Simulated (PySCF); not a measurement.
## NMR data sheet: Ethylenediamine

| Quantity | Value |
| --- | --- |
| Formula | C2H8N2 |
| SMILES | NCCN |
| InChI | InChI=1S/C2H8N2/c3-1-2-4/h1-4H2 |
| Point group of the computed structure | C2 |
| Degrees of unsaturation | 0 |
| Carbon signals | 1 |
| Proton signals | 2 |

Molfile (atoms numbered from 1):
```
C2H8N2
     RDKit          3D

 12 11  0  0  0  0  0  0  0  0999 V2000
    1.0403   -0.9320    0.7834 N   0  0  0  0  0  0  0  0  0  0  0  0
    0.6394    0.4531    0.6106 C   0  0  0  0  0  0  0  0  0  0  0  0
   -0.7746    0.5287    0.0565 C   0  0  0  0  0  0  0  0  0  0  0  0
   -0.8775   -0.2362   -1.1739 N   0  0  0  0  0  0  0  0  0  0  0  0
    1.9041   -0.9898    1.3172 H   0  0  0  0  0  0  0  0  0  0  0  0
    1.2523   -1.3293   -0.1307 H   0  0  0  0  0  0  0  0  0  0  0  0
    0.6588    0.9529    1.5932 H   0  0  0  0  0  0  0  0  0  0  0  0
    1.3090    1.0318   -0.0602 H   0  0  0  0  0  0  0  0  0  0  0  0
   -1.4793    0.1976    0.8482 H   0  0  0  0  0  0  0  0  0  0  0  0
   -1.0101    1.5837   -0.1611 H   0  0  0  0  0  0  0  0  0  0  0  0
   -1.7524   -0.0322   -1.6504 H   0  0  0  0  0  0  0  0  0  0  0  0
   -0.9100   -1.2283   -0.9445 H   0  0  0  0  0  0  0  0  0  0  0  0
  1  2  1  0
  2  3  1  0
  3  4  1  0
  1  5  1  0
  1  6  1  0
  2  7  1  0
  2  8  1  0
  3  9  1  0
  3 10  1  0
  4 11  1  0
  4 12  1  0
M  END
```

Theoretical values (PySCF): couplings computed with B3LYP/pcJ-1 (spin–dipole term only in couplings to heteroatoms), PBE0-D3(BJ)/def2-SVP geometry, σ from GIAO-CAM-B3LYP/pcSseg-2. Single conformer, no solvent model, averaged over atoms made equivalent by symmetry, fast rotation or ring inversion, non-relativistic.

δ = σ(ref) − σ, references computed at the same level: ¹H, ¹³C against TMS; NH3 for ¹⁵N.

| carbon | δC, type | δH (multiplicity, J in Hz) | HMBC from (abs. J ≥ 3 Hz) | span of the C tensor (ppm) |
| --- | --- | --- | --- | --- |
| C2/C3 | 48.1, CH2 | 2.72 (s) | – | 22 |

Other nuclei:
| atoms | nucleus | environment | δ (ppm) | σ (ppm) |
| --- | --- | --- | --- | --- |
| H5/H6/H11/H12 | ¹H | hydrogen on an amine nitrogen | 0.73 | 30.61 |
| N1/N4 | ¹⁵N | amine nitrogen | 28.5 | 233.3 |

Selected couplings (Hz, signed; the shortest-range and largest first, 30 at most; isotopes ¹³C, ¹H, ¹⁵N): ¹J(C2,H7) 135.6, ¹J(N1,C2) -4.4, ²J(N1,C3) -3.5, ³J(N1,H9) -3.7.

- Carbon types of the structure: 2 × CH2, leaving 4 H on heteroatoms.
- δC 48.1: sp3 CH2 bonded to N; pulled downfield by the heteroatom.
- δH 2.72: hydrogen on an sp3 CH2 bonded to N; its carbon carries N, which withdraws density.
- δH 0.73: hydrogen on an amine nitrogen; exchangeable, gas-phase position.

OH/NH shifts are gas-phase values; hydrogen bonding in solution moves them, usually downfield. Shifts are as computed, not scaled to solution data. Of 1211 compounds with measured shifts, 218 miss one by over three times the rms of a fit or turn the order of signals round; such compounds aren't used in these exercises. Couplings to exchangeable protons are dropped. Experimental scales use liquid or dissolved standards, which lie at an offset from isolated NH3 (liquid NH3: subtract about 20 ppm). Across freely rotating sp3–sp3 bonds, 3J(H,H) is taken as (2 J gauche + J anti)/3 from the one conformer, which assumes equal rotamer populations.
